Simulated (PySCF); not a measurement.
SMILES [SiH2] (charge +1), doublet (CAM-B3LYP/def2-SVP optimised geometry):

```
3

Si    -0.375    -0.648     0.000
H     -1.119     0.648     0.000
H      1.119    -0.648     0.000
```

Computed with PySCF 2.14.0 with unrestricted CAM-B3LYP/def2-TZVP.

Question: What are the frontier orbital energies (α orbitals alone; a β orbital can be the lowest empty one)?

Answer: HOMO-2 -24.19 eV, HOMO-1 -19.52 eV, HOMO -16.20 eV, LUMO -9.41 eV, LUMO+1 -4.89 eV.

Meta-Löwdin charges at CAM-B3LYP/def2-TZVP: Si1 0.92, H2 0.04, H3 0.04.
